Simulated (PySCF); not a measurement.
# N2O: electronic excitations at several levels of theory

How much do the electronic excitations of N2O (`N#[N+][O-]`) depend on the level of theory, and what does each level cost?

Programs: PySCF 2.14.0, with density-fitted response routines of our own. Each step states its level of theory. These are calculated values for one molecule in the gas phase, unless marked as measured. Atoms are numbered from 0 throughout.

**1. The starting structure**

3 atoms, charge 0, multiplicity 1; geometry from: GFN2-xTB.

Bonds of the start (Å): N0–N1 1.11, N1–O2 1.15.

**2. Relaxing the molecule at PBE0-D3(BJ)/def2-TZVP**

Job settings and geometry (Å):

```
{"job": {"xc": "PBE0", "basis": "def2-TZVP", "d3": "d3bj", "grid": 2, "kind": "geom"}, "charge": 0, "multiplicity": 1}
N      0.000000     0.000000    -1.120620
N      0.000000     0.000000    -0.014920
O      0.000000     0.000000     1.135540
```

The program printed:

```text
step   0  E = -184.54494112  max force = 0.044857
step   1  E = -184.54628020  max force = 0.010693
step   2  E = -184.54634604  max force = 0.002411
step   3  E = -184.54634772  max force = 0.000578
step   4  E = -184.54634781  max force = 0.000073
optimisation converged
```

Run time: 6 s. Hardware: 4 threads of Arm Neoverse V2, shared host.

Along the way:

| step | energy from step 0 (eV) | largest force component (eV/Å) |
| --- | --- | --- |
| 0 | 0.0000 | 2.3066 |
| 1 | -0.0364 | 0.5499 |
| 2 | -0.0382 | 0.1240 |
| 3 | -0.0383 | 0.0297 |
| 4 | -0.0383 | 0.0038 |

Close pairs (by a distance rule), those that changed most:

| bond | before (Å) | after (Å) | change (Å) |
| --- | --- | --- | --- |
| N1–O2 | 1.150 | 1.174 | +0.024 |
| N0–N1 | 1.106 | 1.118 | +0.012 |

The next job starts from the end point, and lists it.

| at the end point | value |
| --- | --- |
| point group (found at 0.08 Å tolerance) | C∞v |
| rotational constants (GHz, main isotopes) | 12.844, 12.844 |
| dipole moment (D) | 0.02 |

**3. Ultraviolet spectrum: CAM-B3LYP/aug-cc-pVTZ**

Job settings and geometry (Å):

```
{"job": {"kind": "uv", "xc": "CAM-B3LYP", "basis": "aug-cc-pVTZ", "nstates": 14, "ntriplets": 2}, "charge": 0, "multiplicity": 1}
N      0.000000     0.000000    -1.136922
N      0.000000     0.000000    -0.018773
O     -0.000000    -0.000000     1.155696
```

Method: TDDFT CAM-B3LYP/aug-cc-pVTZ, vertical, gas phase, core orbitals frozen in the response.

The program printed:

```text
coarse grid: 3216 points
cycle   1  E = -184.5528243825  dE =  7.316e-01  |g| = 8.091e-01  |ddm| = 3.580e+00
cycle   2  E = -184.3849253457  dE =  1.679e-01  |g| = 1.337e+00  |ddm| = 1.939e+00
cycle   3  E = -184.6614660885  dE = -2.765e-01  |g| = 2.020e-01  |ddm| = 1.263e+00
cycle   4  E = -184.6672887067  dE = -5.823e-03  |g| = 9.905e-02  |ddm| = 2.963e-01
cycle   5  E = -184.6690688093  dE = -1.780e-03  |g| = 7.527e-03  |ddm| = 1.060e-01
cycle   6  E = -184.6690783065  dE = -9.497e-06  |g| = 1.880e-03  |ddm| = 1.345e-02
final grid: 33192 points
cycle   7  E = -184.6674347731  dE = -2.017e-06  |g| = 4.053e-03  |ddm| = 2.879e-02
cycle   8  E = -184.6674245617  dE =  1.021e-05  |g| = 8.429e-03  |ddm| = 1.379e-02
cycle   9  E = -184.6674377991  dE = -1.324e-05  |g| = 7.338e-04  |ddm| = 8.951e-03
cycle  10  E = -184.6674378867  dE = -8.754e-08  |g| = 1.318e-04  |ddm| = 9.126e-04
cycle  11  E = -184.6674378892  dE = -2.558e-09  |g| = 4.557e-05  |ddm| = 1.576e-04
cycle  12  E = -184.6674378896  dE = -3.639e-10  |g| = 3.213e-06  |ddm| = 6.204e-05
converged SCF energy = -184.6674378896

Static polarisability (au): isotropic 19.274, principal 13.033 13.033 31.757

Singlet excitations
state   eV       nm        f      main configurations
  1   6.6804    185.6   0.00000   H->L+1 0.47, H-1->L 0.47
  2   7.0376    176.2   0.00000   H-1->L 0.47, H->L+1 0.47
  3   7.0376    176.2   0.00000   H->L 0.47, H-1->L+1 0.47
  4   8.3637    148.2   0.00000   H-1->L+2 0.92
  5   8.3637    148.2   0.00000   H->L+2 0.92
  6   9.8364    126.0   0.39999   H-1->L+1 0.28, H->L 0.28, H-1->L+5 0.21
  7  10.3916    119.3   0.04010   H->L+3 0.91
  8  10.3916    119.3   0.04010   H-1->L+3 0.91
  9  10.4042    119.2   0.00000   H-1->L+4 0.48, H->L+5 0.48
 10  10.4046    119.2   0.00000   H->L+4 0.48, H-1->L+5 0.48
 11  10.4335    118.8   0.00000   H->L+5 0.47, H-1->L+4 0.47
 12  11.3152    109.6   0.00006   H->L+6 0.79, H-2->L 0.10
 13  11.3152    109.6   0.00006   H-1->L+6 0.79, H-2->L+1 0.10
 14  11.5364    107.5   0.03665   H-2->L 0.84, H->L+6 0.08

Triplet excitations (Tamm-Dancoff, eV): 5.6116 6.0716
```

Wall time 4.6 s (4 threads of Arm Neoverse V2, shared host).

The orbitals next to the gap, with their largest atomic shares:

| orbital | eV | atoms |
| --- | --- | --- |
| HOMO−3 | -17.78 | N1 50 %, O2 28 %, N0 22 % |
| HOMO−2 | -15.17 | N0 78 %, N1 16 %, O2 6 % |
| HOMO−1 | -11.28 | O2 50 %, N0 32 %, N1 18 % |
| HOMO | -11.28 | O2 50 %, N0 32 %, N1 18 % |
| LUMO | 0.74 | N0 46 %, N1 34 %, O2 20 % |
| LUMO+1 | 0.74 | N0 46 %, N1 34 %, O2 20 % |
| LUMO+2 | 0.76 | N1 59 %, N0 28 %, O2 12 % |

With each of the 14 states as a Gaussian band of 0.4 eV half-width at 1/e, the curve within the window shown has maxima at 126 nm (ε 17,000), 108 nm (ε 1,500) L/(mol cm). Beyond the last state computed it falls off for lack of states. The curve at chosen wavelengths:

| nm | ε (L/mol/cm) |
| --- | --- |
| 105 | 846 |
| 109 | 1334 |
| 113 | 576 |
| 117 | 2703 |
| 121 | 8007 |
| 125 | 16070 |
| 129 | 12495 |
| 133 | 3471 |
| 137 | 399 |
| 141 | 22 |
| 145 | 1 |
| 149 | 0 |
| 153 | 0 |
| 156 | 0 |
| 160 | 0 |
| 164 | 0 |
| 168 | 0 |
| 172 | 0 |
| 176 | 0 |
| 180 | 0 |
| 184 | 0 |
| 188 | 0 |
| 192 | 0 |
| 196 | 0 |
| 200 | 0 |
| 204 | 0 |

Further results of this job:

| property | computed |
| --- | --- |
| dipole moment (D) | 0.11 |
| polarisability (Å³) | 2.86 |
| HOMO–LUMO gap (eV) | 12.02 |
| −ε(HOMO) (eV) | 11.28 |

**4. Ultraviolet spectrum: PBE0/aug-cc-pVTZ**

Job settings and geometry (Å):

```
{"job": {"kind": "uv", "xc": "PBE0", "basis": "aug-cc-pVTZ", "nstates": 14, "ntriplets": 2}, "charge": 0, "multiplicity": 1}
N      0.000000     0.000000    -1.136922
N      0.000000     0.000000    -0.018773
O     -0.000000    -0.000000     1.155696
```

Level: TDDFT PBE0/aug-cc-pVTZ, vertical, gas phase, core orbitals frozen in the response.

The program printed:

```text
coarse grid: 3216 points
cycle   1  E = -184.4487252098  dE =  7.367e-01  |g| = 7.344e-01  |ddm| = 3.487e+00
cycle   2  E = -184.1614241450  dE =  2.873e-01  |g| = 1.510e+00  |ddm| = 1.962e+00
cycle   3  E = -184.5191600083  dE = -3.577e-01  |g| = 3.511e-01  |ddm| = 1.420e+00
cycle   4  E = -184.5422930076  dE = -2.313e-02  |g| = 9.269e-02  |ddm| = 4.339e-01
cycle   5  E = -184.5438763857  dE = -1.583e-03  |g| = 6.892e-03  |ddm| = 9.120e-02
cycle   6  E = -184.5438830954  dE = -6.710e-06  |g| = 2.061e-03  |ddm| = 7.885e-03
final grid: 33192 points
cycle   7  E = -184.5393358680  dE =  2.365e-05  |g| = 1.451e-02  |ddm| = 5.428e-02
cycle   8  E = -184.5390497699  dE =  2.861e-04  |g| = 4.091e-02  |ddm| = 5.398e-02
cycle   9  E = -184.5393736283  dE = -3.239e-04  |g| = 2.957e-03  |ddm| = 4.104e-02
cycle  10  E = -184.5393751740  dE = -1.546e-06  |g| = 4.502e-04  |ddm| = 2.980e-03
cycle  11  E = -184.5393752063  dE = -3.221e-08  |g| = 7.788e-05  |ddm| = 5.174e-04
cycle  12  E = -184.5393752076  dE = -1.340e-09  |g| = 1.133e-05  |ddm| = 1.088e-04
cycle  13  E = -184.5393752076  dE = -2.800e-11  |g| = 4.856e-07  |ddm| = 1.326e-05
converged SCF energy = -184.5393752076

Static polarisability (au): isotropic 19.073, principal 12.917 12.917 31.384

Singlet excitations
state   eV       nm        f      main configurations
  1   6.8479    181.1   0.00000   H->L+1 0.48, H-1->L 0.48
  2   7.2329    171.4   0.00000   H-1->L 0.37, H->L+1 0.37, H->L 0.13
  3   7.2329    171.4   0.00000   H-1->L+1 0.37, H->L 0.37, H-1->L 0.13
  4   8.5497    145.0   0.00002   H->L+2 0.95
  5   8.5497    145.0   0.00002   H-1->L+2 0.95
  6   9.9630    124.4   0.39907   H->L 0.23, H-1->L+1 0.23, H-1->L+4 0.22
  7  10.3106    120.2   0.03306   H-1->L+3 0.98
  8  10.3106    120.2   0.03306   H->L+3 0.98
  9  10.5455    117.6   0.00000   H-1->L+4 0.45, H->L+5 0.45
 10  10.5456    117.6   0.00000   H-1->L+5 0.45, H->L+4 0.45
 11  10.5828    117.2   0.00000   H->L+4 0.41, H-1->L+5 0.41
 12  11.3133    109.6   0.00122   H->L+6 0.88
 13  11.3133    109.6   0.00122   H-1->L+6 0.88
 14  11.5383    107.5   0.03695   H-2->L+1 0.89

Triplet excitations (Tamm-Dancoff, eV): 5.6885 6.1543
```

Wall time 4.2 s (4 threads of Arm Neoverse V2, shared host).

In short: HOMO -9.85 eV, LUMO -0.31 eV; lowest singlet 6.85 eV.

**5. Excited states and response: wB97X-D/aug-cc-pVTZ**

Job settings and geometry (Å):

```
{"job": {"kind": "uv", "xc": "wB97X-D", "basis": "aug-cc-pVTZ", "nstates": 14, "ntriplets": 2}, "charge": 0, "multiplicity": 1}
N      0.000000     0.000000    -1.136922
N      0.000000     0.000000    -0.018773
O     -0.000000    -0.000000     1.155696
```

Level: TDDFT wB97X-D/aug-cc-pVTZ, vertical, gas phase, core orbitals frozen in the response.

The program printed:

```text
coarse grid: 3216 points
cycle   1  E = -184.5575085470  dE =  7.200e-01  |g| = 8.096e-01  |ddm| = 3.568e+00
cycle   2  E = -184.4423727352  dE =  1.151e-01  |g| = 1.215e+00  |ddm| = 1.852e+00
cycle   3  E = -184.6711406627  dE = -2.288e-01  |g| = 1.555e-01  |ddm| = 1.141e+00
cycle   4  E = -184.6741432558  dE = -3.003e-03  |g| = 8.969e-02  |ddm| = 2.450e-01
cycle   5  E = -184.6756033044  dE = -1.460e-03  |g| = 6.991e-03  |ddm| = 9.793e-02
cycle   6  E = -184.6756121625  dE = -8.858e-06  |g| = 1.523e-03  |ddm| = 1.508e-02
final grid: 33192 points
cycle   7  E = -184.6705033202  dE = -3.567e-05  |g| = 6.787e-03  |ddm| = 1.003e-01
cycle   8  E = -184.6704843376  dE =  1.898e-05  |g| = 1.237e-02  |ddm| = 2.219e-02
cycle   9  E = -184.6705119550  dE = -2.762e-05  |g| = 1.169e-03  |ddm| = 1.303e-02
cycle  10  E = -184.6705121614  dE = -2.064e-07  |g| = 5.127e-04  |ddm| = 1.954e-03
cycle  11  E = -184.6705122079  dE = -4.656e-08  |g| = 1.507e-04  |ddm| = 9.214e-04
cycle  12  E = -184.6705122131  dE = -5.141e-09  |g| = 1.177e-05  |ddm| = 6.070e-04
cycle  13  E = -184.6705122132  dE = -7.253e-11  |g| = 1.657e-06  |ddm| = 9.488e-05
converged SCF energy = -184.6705122132

Static polarisability (au): isotropic 19.283, principal 13.084 13.084 31.683

Singlet excitations
state   eV       nm        f      main configurations
  1   6.7547    183.6   0.00000   H-1->L+1 0.26, H->L 0.26, H->L+1 0.22
  2   7.1327    173.8   0.00000   H-1->L+1 0.33, H->L 0.33, H-1->L 0.16
  3   7.1330    173.8   0.00000   H-1->L 0.33, H->L+1 0.33, H->L 0.16
  4   8.6280    143.7   0.00000   H-1->L+2 0.78, H->L+2 0.11
  5   8.6280    143.7   0.00000   H->L+2 0.78, H-1->L+2 0.11
  6   9.9664    124.4   0.41966   H-1->L 0.14, H->L+1 0.14, H-1->L+4 0.12
  7  10.4878    118.2   0.03894   H-1->L+3 0.61, H->L+3 0.30
  8  10.4878    118.2   0.03894   H->L+3 0.61, H-1->L+3 0.30
  9  10.5859    117.1   0.00000   H->L+4 0.28, H-1->L+5 0.28, H-1->L+4 0.21
 10  10.5860    117.1   0.00000   H->L+5 0.28, H-1->L+4 0.28, H->L+4 0.21
 11  10.6573    116.3   0.00000   H-1->L+5 0.27, H->L+4 0.27, H-1->L+4 0.21
 12  11.4288    108.5   0.00006   H-1->L+6 0.59, H->L+6 0.14, H-2->L 0.13
 13  11.4288    108.5   0.00006   H->L+6 0.59, H-1->L+6 0.14, H-2->L+1 0.13
 14  11.6061    106.8   0.03699   H-2->L 0.68, H-2->L+1 0.14, H-1->L+6 0.09

Triplet excitations (Tamm-Dancoff, eV): 5.7336 6.2320
```

It took 4.7 s on 4 threads of Arm Neoverse V2, shared host.

In short: HOMO -11.70 eV, LUMO 1.54 eV; lowest singlet 6.75 eV.

**6. TDDFT and polarisability: PBE/aug-cc-pVTZ**

Job settings and geometry (Å):

```
{"job": {"kind": "uv", "xc": "PBE", "basis": "aug-cc-pVTZ", "nstates": 14, "ntriplets": 2}, "charge": 0, "multiplicity": 1}
N      0.000000     0.000000    -1.136922
N      0.000000     0.000000    -0.018773
O     -0.000000    -0.000000     1.155696
```

Level: TDDFT PBE/aug-cc-pVTZ, vertical, gas phase, core orbitals frozen in the response.

The program printed:

```text
coarse grid: 3216 points
cycle   1  E = -184.4664850878  dE =  7.160e-01  |g| = 7.595e-01  |ddm| = 3.708e+00
cycle   2  E = -183.5969112684  dE =  8.696e-01  |g| = 2.351e+00  |ddm| = 2.639e+00
cycle   3  E = -184.4113345793  dE = -8.144e-01  |g| = 8.662e-01  |ddm| = 2.281e+00
cycle   4  E = -184.5620520386  dE = -1.507e-01  |g| = 1.780e-01  |ddm| = 1.021e+00
cycle   5  E = -184.5673404695  dE = -5.288e-03  |g| = 4.035e-02  |ddm| = 1.608e-01
cycle   6  E = -184.5676532116  dE = -3.127e-04  |g| = 1.194e-02  |ddm| = 4.712e-02
cycle   7  E = -184.5676818713  dE = -2.866e-05  |g| = 1.360e-03  |ddm| = 1.117e-02
cycle   8  E = -184.5676822209  dE = -3.495e-07  |g| = 4.151e-04  |ddm| = 1.848e-03
final grid: 33192 points
cycle   9  E = -184.5624415324  dE =  2.820e-05  |g| = 1.670e-02  |ddm| = 6.828e-02
cycle  10  E = -184.5616992229  dE =  7.423e-04  |g| = 6.421e-02  |ddm| = 7.633e-02
cycle  11  E = -184.5624690152  dE = -7.698e-04  |g| = 1.027e-02  |ddm| = 6.683e-02
cycle  12  E = -184.5624891836  dE = -2.017e-05  |g| = 1.242e-03  |ddm| = 9.663e-03
cycle  13  E = -184.5624894949  dE = -3.113e-07  |g| = 1.697e-04  |ddm| = 1.252e-03
cycle  14  E = -184.5624895009  dE = -5.972e-09  |g| = 4.304e-05  |ddm| = 2.863e-04
cycle  15  E = -184.5624895013  dE = -4.122e-10  |g| = 2.223e-06  |ddm| = 4.258e-05
converged SCF energy = -184.5624895013

Static polarisability (au): isotropic 19.592, principal 13.350 13.350 32.076

Singlet excitations
state   eV       nm        f      main configurations
  1   6.9904    177.4   0.00000   H-1->L 0.45, H->L+1 0.45
  2   7.2967    169.9   0.00000   H-1->L 0.31, H->L+1 0.31, H-1->L+1 0.19
  3   7.2967    169.9   0.00000   H-1->L+1 0.31, H->L 0.31, H->L+1 0.19
  4   8.0651    153.7   0.00000   H->L+2 0.99
  5   8.0651    153.7   0.00000   H-1->L+2 0.99
  6   9.4419    131.3   0.31513   H-1->L+5 0.27, H->L+4 0.27, H->L 0.15
  7   9.5711    129.5   0.02697   H-1->L+3 0.97
  8   9.5711    129.5   0.02697   H->L+3 0.97
  9   9.9738    124.3   0.00000   H-1->L+5 0.44, H->L+4 0.44
 10   9.9740    124.3   0.00000   H->L+5 0.44, H-1->L+4 0.44
 11   9.9903    124.1   0.00000   H-1->L+4 0.41, H->L+5 0.41, H->L+4 0.09
 12  10.6423    116.5   0.00413   H-1->L+6 0.94
 13  10.6423    116.5   0.00413   H->L+6 0.94
 14  11.0556    112.1   0.03700   H-2->L+1 0.75, H-2->L 0.19

Triplet excitations (Tamm-Dancoff, eV): 5.8707 6.2656
```

Wall time 3.8 s (4 threads of Arm Neoverse V2, shared host).

Key values: HOMO -8.40 eV, LUMO -1.41 eV; lowest singlet 6.99 eV.

**7. Run by run: electronic excitations**

Excitations and ground-state properties, with basis size and wall time:

| run | lowest singlet (eV) | brightest (eV) | f | gap (eV) | α (Å³) | μ (D) | functions | time |
| --- | --- | --- | --- | --- | --- | --- | --- | --- |
| CAM-B3LYP/aug-cc-pVTZ | 6.68 | 9.84 | 0.400 | 12.02 | 2.86 | 0.11 | 138 | 4.6 s |
| PBE0/aug-cc-pVTZ | 6.85 | 9.96 | 0.399 | 9.54 | 2.83 | 0.03 | 138 | 4.2 s |
| wB97X-D/aug-cc-pVTZ | 6.75 | 9.97 | 0.420 | 13.23 | 2.86 | 0.07 | 138 | 4.7 s |
| PBE/aug-cc-pVTZ | 6.99 | 9.44 | 0.315 | 6.99 | 2.90 | 0.16 | 138 | 3.8 s |

**8. Summary of results**

```
                                quantity                        value
                             point group                          C∞v
    rotational constants (main isotopes)             12.84, 12.84 GHz
  lowest singlet (CAM-B3LYP/aug-cc-pVTZ)  6.68 eV (186 nm), f = 0.000
brightest single state of those computed  state 6, 9.84 eV, f = 0.400
                          lowest triplet                      5.61 eV
             range of the lowest singlet              6.68 to 6.99 eV
```

Single values in the summary come from the first run of each kind that ended normally (CAM-B3LYP/aug-cc-pVTZ), which need not be the best level. The optimisation took 4 steps and gained 0.038 eV; among the close pairs (by a distance rule), N1–O2 changed most, from 1.150 to 1.174 Å. The first singlet state (HOMO→LUMO+1 0.47, HOMO−1→LUMO 0.47) lies at 6.68 eV and is dark; of the 14 states computed, the strongest absorption comes from state 6 at 9.84 eV. The lowest triplet lies 1.07 eV below the lowest singlet (triplets in Tamm-Dancoff, singlets in full TDDFT). The lowest singlet runs from 6.68 eV (CAM-B3LYP/aug-cc-pVTZ) to 6.99 eV (PBE/aug-cc-pVTZ), while the orbital gap spans 6.99 to 13.23 eV: the excitation energy moves far less from run to run than the orbital gap does. The lowest state need not be the same one in every run.
